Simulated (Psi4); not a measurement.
Psi4 input (wB97X-D/6-31G*):

```
memory 1500 MB

molecule {
-1 1
O     0.32344914    1.28933772    0.33469062
C    -0.06628347    0.13205167    0.02906921
N     0.99352240   -0.76892505   -0.43544358
C    -1.34549177   -0.39777089    0.05614525
H     0.80714627   -1.72470693   -0.15261941
H    -1.55170757   -1.39883087   -0.30543238
H    -2.18037315    0.23739520    0.32008866
H     1.85333598   -0.45176843   -0.00274350
symmetry c1
no_reorient
no_com
}

set {
  basis 6-31G*
  reference rks
  scf_type pk
  dft_radial_points 99
  dft_spherical_points 590
  e_convergence 1e-8
  d_convergence 1e-7
  maxiter 150
}

e = energy('wb97x-d')
print_out(f'\nFINAL {e:.10f} DIPOLE {variable("CURRENT DIPOLE")[0]:.6f} {variable("CURRENT DIPOLE")[1]:.6f} {variable("CURRENT DIPOLE")[2]:.6f}\n')
```

Question: What final total energy does it give?

Answer: -208.50296 Eh.
